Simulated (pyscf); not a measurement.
# Routes from `[OH2]` + `[NH2][Zr]([Cl])([Cl])[Cl]`

Candidate steps break at most two bonds and form at most two. Each was searched with GFN2-xTB (tblite) first. PySCF, gas phase, ωB97X-D3(BJ)/def2-SVP geometries. Energies: ωB97M-D3(BJ)/def2-TZVP, kJ/mol, from the separated reactants, singlet surface; ΔG‡ with ideal gas, 1 atm, RRHO with modes under 100 cm⁻¹ raised to 100, one conformer, R ln 2 for chiral ones without a mode under 150 cm⁻¹.

```tsv
products	type	ΔE‡	ΔE	ΔG‡ 298 K	ΔG‡ 900 K	ν‡ (cm⁻¹)
HO–Zr(Cl)(Cl)–Cl + NH₃	four-centre exchange	-28.0	-71.3	18.1	118.9	804i
H₂N–Zr(OH)(Cl)–Cl + HCl	four-centre exchange	23.2	+17.5	60.3	154.3	510i
```

Row 1: On the reactant side the descent ends in an adduct with a O–Zr contact, 85.3 kJ/mol under the separated species and 49.0 kJ/mol under the saddle at ωB97X-D3(BJ)/def2-TZVP. On the product side the descent ends in an adduct with a N–Zr contact (not fully relaxed), 106.2 kJ/mol under the separated species and 138.5 kJ/mol under the saddle at ωB97X-D3(BJ)/def2-TZVP. Row 2: On the reactant side the descent ends in an adduct with a O–Zr contact (not fully relaxed), 85.3 kJ/mol under the separated species and 105.8 kJ/mol under the saddle at ωB97X-D3(BJ)/def2-TZVP. On the product side the descent ends in an adduct with a Cl–Zr contact, 22.1 kJ/mol under the separated species and 10.8 kJ/mol under the saddle at ωB97X-D3(BJ)/def2-TZVP. 

Plain bond fissions and candidates not yet searched are not listed, and one of them may be faster. Each barrier is that of the saddle found; lower ones may exist. Elements past Kr carry the def2 core potentials, without spin-orbit coupling.
